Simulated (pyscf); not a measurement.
O=Ta(F)(F)–F + H₂O -> HO–Ta(OH)(F)(F)–F, an addition across a multiple bond or ene-type step (singlet surface; H–O broken, H–O, O–Ta formed). Single points on ωB97X-D3(BJ)/def2-SVP structures (PySCF, gas phase). Energies in eV from the separated reactants.

Small-basis levels: PySCF, no dispersion term, spherical d functions. 

Q: Quick B3LYP/6-31G*+LANL2DZ single points give ΔE‡ = 0.00 eV and ΔE = -1.13 eV. What does ωB97M-D3(BJ)/def2-TZVP give, and how far is the quick result from it?

A: ωB97M-D3(BJ)/def2-TZVP gives ΔE‡ = 0.04 eV and ΔE = -1.21 eV. B3LYP/6-31G*+LANL2DZ lies 0.03 eV under it in the barrier and 0.07 eV over it in the reaction energy, so on this step it holds to within 0.13 eV. ωB97M-D3(BJ)/def2-TZVP has limits of its own. On the reactant side the descent ends in an adduct with a O–Ta contact, 1.00 eV under the separated species and 0.95 eV under the saddle at ωB97X-D3(BJ)/def2-TZVP. On the product side the descent ends in a point that may be a rotor saddle (no frequency run), 0.05 eV over the lowest minimum found and 1.20 eV under the saddle at ωB97X-D3(BJ)/def2-TZVP. What is counted as formed (O–Ta) is already present as a longer contact in the reactant adduct; forming that adduct is a step of its own. At the saddle there is also a short H–Ta contact that neither side keeps. This is the saddle that the search found; another between the same sides may lie lower. In the def2 sets elements past Kr carry core potentials, without spin-orbit coupling.
